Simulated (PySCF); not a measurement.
**Orbital picture of AlB**

LDA at R = 2.030 Å; basis Al x2c-SVPall, B x2c-SVPall; spin-free X2C with a Gaussian nucleus; PySCF 2.14. State: ³Σ⁻ (triplet), unpaired electrons π ↑↑. Only the outer orbitals are listed, counted within each symmetry.

```
spin  orbital  occ.  ε (eV)  on Al (%)           main shells (%)
   α       5σ     1  -11.27         40           55 B s, 32 Al s
   α       6σ     1   -7.00         56   50 Al s, 32 B s, 13 B p
   α       2π     1   -4.85         36           64 B p, 34 Al p
   α       2π     1   -4.85         36           64 B p, 34 Al p
   α       7σ     0   -4.50         46  50 B p, 30 Al p, 15 Al s
   α       3π     0   -1.83         69           67 Al p, 31 B p
   α       3π     0   -1.83         69           67 Al p, 31 B p
   β       5σ     1  -10.08         50           44 Al s, 44 B s
   β       6σ     1   -6.26         64  43 Al s, 31 B s, 21 Al p
   β       7σ     0   -3.73         31   55 B p, 26 Al p, 14 B s
   β       2π     0   -3.59         56           55 Al p, 44 B p
   β       2π     0   -3.59         56           55 Al p, 44 B p
```

**Question.** Which are the highest filled and the lowest empty level, where do they sit, and how wide is the gap?

**Answer.** Highest filled α 2π at -4.85 eV (in %: 64 B p, 34 Al p); lowest empty α 7σ at -4.50 eV (in %: 50 B p, 30 Al p, 15 Al s); the gap at LDA is 0.35 eV.

The bond order (Mayer) is 1.89, the ⟨S²⟩ is 2.053 and the charge on Al (Mulliken, basis-dependent) is 0.17. The charge on Al (Löwdin, basis-dependent) is 0.22, the dipole moment (positive dipole means Al(−)B(+)) is -1.69 D and the polarisability along the bond is 94.4 bohr³. The polarisability across the bond is 63.4 bohr³.

The state was picked by a PBE0 search and need not be the measured ground state.
